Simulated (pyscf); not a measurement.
Four-centre exchange: H₃C–In(CH₃)–CH₃ (SMILES [CH3][In]([CH3])[CH3]) + H₂S (SMILES S) -> CH₄ (SMILES C) + H₃C–In(CH₃)–SH (SMILES [CH3][In]([CH3])[SH])

Gas phase, singlet surface, charge 0. Bonds broken: C1–In2, S14–H15. Bonds formed: C1–H15, In2–S14. PySCF, gas phase, ωB97X-D3(BJ)/def2-SVP geometries.

Transition state (Å):

```xyz
16

C      1.4644     0.0725     0.7447
In    -0.8474     0.5204     0.5130
C     -1.8840    -1.3570     0.5402
C     -1.1970     2.5250     1.1842
H      1.8849    -0.8897     0.4111
H      2.2325     0.8565     0.6469
H      1.2873    -0.0347     1.8330
H     -2.1057    -1.6702     1.5720
H     -2.8347    -1.2823    -0.0089
H     -1.2646    -2.1337     0.0672
H     -2.1500     2.9063     0.7881
H     -0.3848     3.1783     0.8329
H     -1.2338     2.5721     2.2833
S      0.1067     0.7834    -1.9782
H      0.8989     0.4258    -0.6533
H     -0.0905    -0.5141    -2.2833
```

One imaginary mode, 1261i cm⁻¹; descent along it reached the two sides named, in the forms told below.

```json
[
 {"bond": "C1–In2", "change": "breaks", "reactant side (Å)": "2.176", "saddle": "2.366", "product side": "3.2"},
 {"bond": "S14–H15", "change": "breaks", "reactant side (Å)": "1.347", "saddle": "1.585", "product side": "3.2"},
 {"bond": "C1–H15", "change": "forms", "reactant side (Å)": "3.2", "saddle": "1.549", "product side": "1.102"},
 {"bond": "In2–S14", "change": "forms", "reactant side (Å)": "2.9", "saddle": "2.7", "product side": "2.413"}
]
```

Electronic energies relative to the separated reactants (kcal/mol):

```
level                   barrier  reaction energy  reverse barrier
----------------------  -------  ---------------  ---------------
ωB97X-D3(BJ)/def2-TZVP      7.2            -35.2             42.4
PBE/def2-TZVP               5.7            -33.1             38.8
r²SCAN/def2-TZVP            4.7            -34.4             39.0
B3LYP-D3(BJ)/def2-TZVP      8.7            -33.8             42.4
PBE0-D3(BJ)/def2-TZVP       5.7            -33.6             39.3
M06-2X/def2-TZVP            8.1            -34.0             42.1
ωB97M-D3(BJ)/def2-TZVP     11.5            -32.2             43.6
HF/def2-TZVP               28.1            -35.0             63.1
```

With ωB97M-D3(BJ)/def2-TZVP energies and thermal terms (ideal gas, 1 atm, RRHO with modes under 100 cm⁻¹ raised to 100, one conformer, R ln 2 for chiral ones without a mode under 150 cm⁻¹), in kcal/mol:

```json
[
 {"T (K)": "298", "ΔH‡": "10.8", "ΔG‡": "22.0", "ΔH": "-29.9", "ΔG": "-28.5"},
 {"T (K)": "600", "ΔH‡": "11.2", "ΔG‡": "33.3", "ΔH": "-30.3", "ΔG": "-26.9"},
 {"T (K)": "900", "ΔH‡": "11.9", "ΔG‡": "44.1", "ΔH": "-30.6", "ΔG": "-25.1"},
 {"T (K)": "1200", "ΔH‡": "12.7", "ΔG‡": "54.8", "ΔH": "-30.8", "ΔG": "-23.3"}
]
```

On the reactant side the descent ends in an adduct with a In–S contact, 11.4 kcal/mol under the separated species and 18.6 kcal/mol under the saddle at ωB97X-D3(BJ)/def2-TZVP. What is counted as formed (In–S) is already present as a longer contact in the reactant adduct; forming that adduct is a step of its own. This is the saddle that the search found; another between the same sides may lie lower. Elements past Kr carry the def2 core potentials, without spin-orbit coupling.
